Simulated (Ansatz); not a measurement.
A made-up structure of C₂H₂S, closed shell:

C1  (-0.506, -0.382, -0.149)
C2  (0.326, 0.563, 0.030)
S3  (1.008, -1.014, 0.669)
H4  (1.472, -1.768, 1.701)
H5  (0.622, 1.593, -0.051)
(Å)

It is relaxed with PBE-D4/def2-SVP and then PBE0-D4/def2-TZVP (Ansatz 0.2.0). Atoms count as bonded within 1.22 times the sum of their covalent radii (H–H: 0.88 Å). The end point is not checked to be a true minimum.

Does its bonding change? (A judgement: the text doesn't fix the answer.)

By the calculation: No: no bond forms or breaks.

Where it ends: The first stage lowers the energy by 2.17 eV in 9 steps. It ends as C₂H₂S ([C]1[CH][SH]1):
```tsv
atom	x (Å)	y (Å)	z (Å)
C1	-0.5957	-0.4514	-0.0515
C2	0.3570	0.4165	0.1244
S3	1.2441	-1.1128	0.3122
H4	1.2017	-1.2905	1.6543
H5	0.7144	1.4308	0.1595
```

Labels in which every atom is bracketed show which atoms are joined, not bond orders.

For scale, one of the runs: PBE0-D4/def2-TZVP relaxation, 111 basis functions, launched by `ansatz run in.yaml --threads 2 --pin off --events-out ev --progress --plain --max-ram 4352MiB`. The run took about 9.5 s on 2 CPU threads of an Arm Neoverse V2 (shared host).
